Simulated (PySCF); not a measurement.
# C₅H₉N: electronic excitations and core binding energies

Wanted: the electronic excitations and core binding energies of C₅H₉N (`C=NC1CCC1`), by calculation.

Programs: PySCF 2.14.0, with density-fitted response routines of our own. Each step states its level of theory. These are calculated values for one molecule in the gas phase, unless marked as measured. Atoms are numbered from 0 throughout.

### 1 The molecule as given

15 atoms, charge 0, multiplicity 1; geometry from: GFN2-xTB.

Bonds of the start (Å): C0–N1 1.25, N1–C2 1.42, C2–C3 1.54, C3–C4 1.53, C4–C5 1.53, C5–C2 1.54, C0–H6 1.08, C0–H7 1.10, C2–H8 1.10, C3–H9 1.09, C3–H10 1.09, C4–H11 1.09, C4–H12 1.09, C5–H13 1.09, C5–H14 1.09.

### 2 TDDFT and polarisability: CAM-B3LYP/def2-SVPD

Job settings and geometry (Å):

```
{"job": {"kind": "uv", "xc": "CAM-B3LYP", "basis": "def2-SVPD", "nstates": 8, "ntriplets": 3}, "charge": 0, "multiplicity": 1}
C      2.559262     0.233704    -0.577270
N      1.513990    -0.002829     0.067317
C      0.238210     0.106974    -0.551279
C     -0.668008    -1.126024    -0.343050
C     -1.790816    -0.208610     0.158971
C     -0.780231     0.941735     0.255475
H      3.510667     0.139008    -0.074331
H      2.582214     0.533974    -1.632639
H      0.301986     0.414304    -1.607962
H     -0.877394    -1.712427    -1.234802
H     -0.269278    -1.773747     0.433742
H     -2.267674    -0.503143     1.090689
H     -2.557807    -0.033903    -0.592750
H     -1.072902     1.889951    -0.189405
H     -0.426632     1.109023     1.269727
```

Level: TDDFT CAM-B3LYP/def2-SVPD, vertical, gas phase, core orbitals frozen in the response.

Command:

```sh
$ OMP_NUM_THREADS=1 python probes_run.py task.json out
```

The driver reads the jobs from task.json and runs them one after another.

Standard output:

```text
coarse grid: 12072 points
cycle   1  E = -250.2492197175  dE =  8.948e-01  |g| = 3.457e-01  |ddm| = 6.400e+00
cycle   2  E = -250.2440702694  dE =  5.149e-03  |g| = 4.189e-01  |ddm| = 1.688e+00
cycle   3  E = -250.2825096988  dE = -3.844e-02  |g| = 5.898e-02  |ddm| = 9.128e-01
cycle   4  E = -250.2831331930  dE = -6.235e-04  |g| = 3.130e-02  |ddm| = 1.624e-01
cycle   5  E = -250.2833569001  dE = -2.237e-04  |g| = 3.723e-03  |ddm| = 5.855e-02
cycle   6  E = -250.2833608535  dE = -3.953e-06  |g| = 1.330e-03  |ddm| = 1.559e-02
final grid: 115384 points
cycle   7  E = -250.3325871561  dE = -3.573e-05  |g| = 3.505e-03  |ddm| = 1.143e-01
cycle   8  E = -250.3325873772  dE = -2.211e-07  |g| = 3.513e-03  |ddm| = 1.598e-02
cycle   9  E = -250.3325904548  dE = -3.078e-06  |g| = 3.141e-04  |ddm| = 6.270e-03
cycle  10  E = -250.3325904676  dE = -1.282e-08  |g| = 2.398e-04  |ddm| = 1.031e-03
cycle  11  E = -250.3325904797  dE = -1.209e-08  |g| = 5.297e-05  |ddm| = 4.425e-04
cycle  12  E = -250.3325904803  dE = -6.475e-10  |g| = 7.488e-06  |ddm| = 1.626e-04
converged SCF energy = -250.3325904803

Static polarisability (au): isotropic 66.473, principal 57.598 57.750 84.072

Singlet excitations
state   eV       nm        f      main configurations
  1   4.9244    251.8   0.00135   H->L 0.96
  2   7.2753    170.4   0.07434   H->L+1 0.56, H->L+2 0.22, H-1->L 0.19
  3   7.5027    165.3   0.24701   H-1->L 0.78, H->L+1 0.16
  4   7.6084    163.0   0.00110   H-2->L 0.88
  5   7.9034    156.9   0.02660   H->L+3 0.46, H->L+2 0.30, H->L+1 0.15
  6   7.9756    155.5   0.10633   H->L+3 0.47, H->L+2 0.34
  7   8.1467    152.2   0.04112   H-1->L+1 0.84
  8   8.2585    150.1   0.00708   H->L+4 0.93

Triplet excitations (Tamm-Dancoff, eV): 4.1158 4.9073 7.0875
```

Run time: 2.5 min. Hardware: 1 thread of Intel Xeon at 2.50GHz, shared host; peak memory 0.85 GiB.

The orbitals next to the gap, with their largest atomic shares:

```tsv
orbital	eV	atoms
HOMO−3	-10.62	C4 26 %, C3 18 %, C5 18 %
HOMO−2	-10.15	C4 20 %, C2 20 %, C5 13 %
HOMO−1	-9.52	N1 17 %, C2 17 %, C0 17 %
HOMO	-8.63	N1 57 %, C0 12 %, C2 11 %
LUMO	0.90	C0 38 %, N1 34 %, H7 9 %
LUMO+1	1.58	C0 22 %, H8 10 %, H7 8 %
LUMO+2	1.79	C4 18 %, C0 16 %, H11 11 %
```

With each of the 8 states as a Gaussian band of 0.4 eV half-width at 1/e, the curve within the window shown has maxima at 165 nm (ε 14,000) L/(mol cm). Beyond the last state computed it falls off for lack of states. The curve at chosen wavelengths:

nm, ε (L/mol/cm) and a bar:
```
      145       1339 ###
      151       5881 #############
      156       9818 ######################
      162      13272 ##############################
      168      12744 #############################
      173       8003 ##################
      179       2752 ######
      184        785 ##
      190        121 
      196         13 
      201          2 
      207          0 
      213          0 
      218          1 
      224          5 
      230         14 
      235         25 
      241         40 
      247         51 
      252         55 
      258         50 
      263         42 
      269         30 
      275         19 
      280         12 
      286          6
```

Further results of this job:

```tsv
property	computed
dipole moment (D)	1.37
polarisability (Å³)	9.85
HOMO–LUMO gap (eV)	9.53
−ε(HOMO) (eV)	8.63
```

### 3 Core holes by ΔSCF: SCAN, X2C

Same as in step 2 but for these lines:

```diff
@@ -1,2 +1,2 @@
-{"job": {"kind": "uv", "xc": "CAM-B3LYP", "basis": "def2-SVPD", "nstates": 8, "ntriplets": 3}, "charge": 0, "multiplicity": 1}
+{"job": {"kind": "xps"}, "charge": 0, "multiplicity": 1}
 C      2.559262     0.233704    -0.577270
```

With the program's defaults for keys left out, this is: delta-SCF UKS SCAN, pcX-2 on the ionised atom, pcseg-1 elsewhere, spin-free X2C.

Standard output:

```text
ground state, core basis on atom 0 (C), 160 functions
  cycle   1  E = -250.51501569  |g| = 4.90e-01
  cycle   2  E = -250.41751641  |g| = 7.79e-01
  cycle   3  E = -250.57224058  |g| = 2.04e-01
  cycle   4  E = -250.58149462  |g| = 4.96e-02
  cycle   5  E = -250.58200998  |g| = 1.47e-02
  cycle   6  E = -250.58205457  |g| = 5.45e-03
  cycle   7  E = -250.58206225  |g| = 8.01e-04
  cycle   8  E = -250.58206158  |g| = 4.12e-04
  E(ground) = -250.59592204 Eh
hole in C 1s of atom 0
  cycle   1  E = -239.30449147  |g| = 1.50e+00
  cycle   2  E = -237.47585778  |g| = 2.17e+00
  cycle   3  E = -239.54346941  |g| = 7.88e-01
  cycle   4  E = -239.80492312  |g| = 4.02e-01
  cycle   5  E = -239.85836866  |g| = 2.04e-01
  cycle   6  E = -239.87488175  |g| = 5.88e-02
  cycle   7  E = -239.87665350  |g| = 1.09e-02
  cycle   8  E = -239.87674229  |g| = 8.29e-03
  cycle   9  E = -239.87679375  |g| = 3.48e-03
  cycle  10  E = -239.87681778  |g| = 1.77e-03
  cycle  11  E = -239.87682654  |g| = 6.83e-04
  cycle  12  E = -239.87682707  |g| = 3.07e-04
  E(ion) = -239.88929755 Eh   <S^2> = 0.7985   hole on atom = 1.000   binding energy = 291.342 eV
ground state, core basis on atom 1 (N), 160 functions
  cycle   1  E = -250.59287589  |g| = 7.61e-02
  cycle   2  E = -250.59236705  |g| = 5.46e-02
  cycle   3  E = -250.59218225  |g| = 6.15e-02
  cycle   4  E = -250.59302437  |g| = 7.28e-03
  cycle   5  E = -250.59303789  |g| = 6.27e-04
  cycle   6  E = -250.59303915  |g| = 2.15e-04
  E(ground) = -250.60558169 Eh
hole in N 1s of atom 1
  cycle   1  E = -235.01119600  |g| = 1.86e+00
  cycle   2  E = -232.58913390  |g| = 2.54e+00
  cycle   3  E = -235.33767032  |g| = 7.98e-01
  cycle   4  E = -235.63740902  |g| = 4.45e-01
  cycle   5  E = -235.70606140  |g| = 1.72e-01
  cycle   6  E = -235.71743427  |g| = 7.49e-02
  cycle   7  E = -235.72059701  |g| = 1.07e-02
  cycle   8  E = -235.72068382  |g| = 4.38e-03
  cycle   9  E = -235.72071081  |g| = 2.52e-03
  cycle  10  E = -235.72071856  |g| = 1.42e-03
  cycle  11  E = -235.72072239  |g| = 6.61e-04
  cycle  12  E = -235.72072252  |g| = 2.08e-04
  E(ion) = -235.73214448 Eh   <S^2> = 0.7918   hole on atom = 1.000   binding energy = 404.727 eV
ground state, core basis on atom 2 (C), 160 functions
  cycle   1  E = -250.58286590  |g| = 5.85e-02
  cycle   2  E = -250.58275399  |g| = 2.75e-02
  cycle   3  E = -250.58253518  |g| = 4.06e-02
  cycle   4  E = -250.58292598  |g| = 6.71e-03
  cycle   5  E = -250.58293648  |g| = 6.57e-04
  cycle   6  E = -250.58293665  |g| = 1.73e-04
  E(ground) = -250.59664707 Eh
hole in C 1s of atom 2
  cycle   1  E = -239.31386055  |g| = 1.52e+00
  cycle   2  E = -238.13663365  |g| = 2.17e+00
  cycle   3  E = -239.79517486  |g| = 4.54e-01
  cycle   4  E = -239.82401779  |g| = 3.59e-01
  cycle   5  E = -239.88385025  |g| = 9.49e-02
  cycle   6  E = -239.88736359  |g| = 2.36e-02
  cycle   7  E = -239.88765072  |g| = 7.74e-03
  cycle   8  E = -239.88768991  |g| = 3.47e-03
  cycle   9  E = -239.88769908  |g| = 1.93e-03
  cycle  10  E = -239.88770388  |g| = 8.38e-04
  cycle  11  E = -239.88770566  |g| = 4.11e-04
  E(ion) = -239.89981086 Eh   <S^2> = 0.7736   hole on atom = 1.000   binding energy = 291.076 eV
ground state, core basis on atom 3 (C), 160 functions
  cycle   1  E = -250.58119856  |g| = 5.83e-02
  cycle   2  E = -250.58114641  |g| = 2.36e-02
  cycle   3  E = -250.58116542  |g| = 2.19e-02
  cycle   4  E = -250.58128097  |g| = 1.13e-03
  cycle   5  E = -250.58128281  |g| = 4.19e-04
  E(ground) = -250.59512158 Eh
hole in C 1s of atom 3
  cycle   1  E = -239.34558515  |g| = 1.51e+00
  cycle   2  E = -238.51754835  |g| = 1.93e+00
  cycle   3  E = -239.85955932  |g| = 3.66e-01
  cycle   4  E = -239.90338225  |g| = 1.69e-01
  cycle   5  E = -239.91433499  |g| = 8.86e-02
  cycle   6  E = -239.91755774  |g| = 3.40e-02
  cycle   7  E = -239.91805712  |g| = 8.14e-03
  cycle   8  E = -239.91808958  |g| = 3.67e-03
  cycle   9  E = -239.91809749  |g| = 1.30e-03
  cycle  10  E = -239.91810023  |g| = 5.91e-04
  cycle  11  E = -239.91810053  |g| = 2.29e-04
  E(ion) = -239.93042237 Eh   <S^2> = 0.7702   hole on atom = 1.000   binding energy = 290.201 eV
ground state, core basis on atom 4 (C), 160 functions
  cycle   1  E = -250.58139692  |g| = 5.89e-02
  cycle   2  E = -250.58130673  |g| = 2.78e-02
  cycle   3  E = -250.58134030  |g| = 2.53e-02
  cycle   4  E = -250.58148449  |g| = 7.67e-03
  cycle   5  E = -250.58149879  |g| = 4.62e-04
  E(ground) = -250.59515424 Eh
hole in C 1s of atom 4
  cycle   1  E = -239.34655254  |g| = 1.51e+00
  cycle   2  E = -238.61123227  |g| = 1.87e+00
  cycle   3  E = -239.86691609  |g| = 3.36e-01
  cycle   4  E = -239.91005213  |g| = 9.27e-02
  cycle   5  E = -239.91325120  |g| = 4.27e-02
  cycle   6  E = -239.91407310  |g| = 1.16e-02
  cycle   7  E = -239.91412518  |g| = 7.42e-03
  cycle   8  E = -239.91414890  |g| = 3.72e-03
  cycle   9  E = -239.91415618  |g| = 1.80e-03
  cycle  10  E = -239.91415861  |g| = 5.68e-04
  cycle  11  E = -239.91415852  |g| = 1.10e-04
  E(ion) = -239.92682363 Eh   <S^2> = 0.7704   hole on atom = 1.000   binding energy = 290.300 eV
```

Run time: 6.6 min. Hardware: 1 thread of Intel Xeon at 2.50GHz, shared host; peak memory 0.6 GiB.

The holes in one table. −ε is the ground-state orbital energy:

```tsv
hole	stands for	environment	ΔSCF (eV)	−ε (eV)	⟨S²⟩
C1s on C0	C0	C=N carbon	291.34	274.5	0.798
N1s on N1	N1	imine nitrogen	404.73	385.8	0.792
C1s on C2	C2	sp3 CH bonded to N	291.08	274.3	0.774
C1s on C3	C3, C5	sp3 CH2 in a ring	290.20	273.4	0.770
C1s on C4	C4	sp3 CH2 in a ring	290.30	273.4	0.770
```

Each hole run stands for the others of its class of like atoms.

### 4 What came out

| quantity | value |
| --- | --- |
| lowest singlet (CAM-B3LYP/def2-SVPD) | 4.92 eV (252 nm), f = 0.001 |
| brightest single state of those computed | state 3, 7.50 eV, f = 0.247 |
| lowest triplet | 4.12 eV |
| C1s binding energies, SCAN/pcX-2 | C0 291.34, C2 291.08, C4 290.30, C3 290.20 eV |
| N1s binding energies, SCAN/pcX-2 | N1 404.73 eV |

In words: The lowest singlet, at 4.92 eV, is HOMO→LUMO 0.96 and is weak; of the 8 states computed, the strongest absorption comes from state 3 at 7.50 eV. The lowest triplet lies 0.81 eV below the lowest singlet (triplets in Tamm-Dancoff, singlets in full TDDFT). C0 (C=N carbon) binds its C1s electron 1.14 eV more tightly than C3 (sp3 CH2 in a ring).
